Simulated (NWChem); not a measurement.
# nitrogen trifluoride (F3N)

SMILES: FN(F)F
```xyz
4

F      0.6162    -0.1189     1.0658
N     -0.0032     0.4745     0.0000
F      0.6162    -0.1189    -1.0658
F     -1.2298    -0.1314     0.0000
```
Charge 0, spin multiplicity 1.

Program: NWChem. Structure: optimised with B3LYP/def2-SVP, a minimum by its harmonic frequencies.

The correlated methods keep 4 core orbitals frozen. The Pople sets run with spherical d functions.

Worked example. A B2PLYP run in 6-31G* ends its self-consistent part (53 % exact exchange, 47 % B88, 73 % LYP) at -353.56488 Ha, and second-order perturbation theory on those orbitals gives -0.84116 Ha unscaled.

The perturbative term enters with the weight 0.27: -353.56488 + 0.27·(-0.84116) = -353.79199 Ha is the total energy.
